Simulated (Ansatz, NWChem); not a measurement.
# Worked example: vertical ionisation energy of C2H2 (SMILES C#C)

C2H2: 4 atoms, total charge 0, spin state singlet. As SMILES, `C#C`. The shape is that of a PBE0-D4/def2-TZVP optimisation.

Both states at this one shape; open shells run unrestricted unless said. 1 Eh = 27.2114 eV.

| level | program | singlet C2H2 (Eh) | doublet [C2H2]+ (Eh) | HOMO of the first (eV) |
| --- | --- | --- | --- | --- |
| HF/STO-3G | Ansatz | -75.853949 | -75.527394 | -9.55 |
| M06-L/def2-TZVPPD | NWChem | -77.348218 | -76.937373 | -7.31 |
| r2SCAN/def2-TZVPPD | Ansatz | -77.307242 | -76.893437 | -7.41 |

**Question.** Work out the vertical ionisation energy at each level.

**Answer.** 
1. HF/STO-3G: -75.527394 − (-75.853949) = 0.326555 Eh = 8.89 eV; −ε(HOMO) = 9.55 eV; against experiment -2.60 eV.
2. M06-L/def2-TZVPPD: -76.937373 − (-77.348218) = 0.410845 Eh = 11.18 eV; −ε(HOMO) = 7.31 eV; against experiment -0.31 eV.
3. r2SCAN/def2-TZVPPD: -76.893437 − (-77.307242) = 0.413805 Eh = 11.26 eV; −ε(HOMO) = 7.41 eV; against experiment -0.23 eV.

The measured vertical value is 11.49 eV (NIST CCCBDB). In Hartree–Fock, −ε(HOMO) (Koopmans) exceeds the difference of totals by the orbital relaxation of the ion. In semi-local functionals −ε(HOMO) lies far under the ionisation energy, a result of self-interaction, while the difference of totals does much better. Hartree–Fock favours the state with fewer electron pairs, since it lacks pair correlation. Minimal sets are far from the basis-set limit.
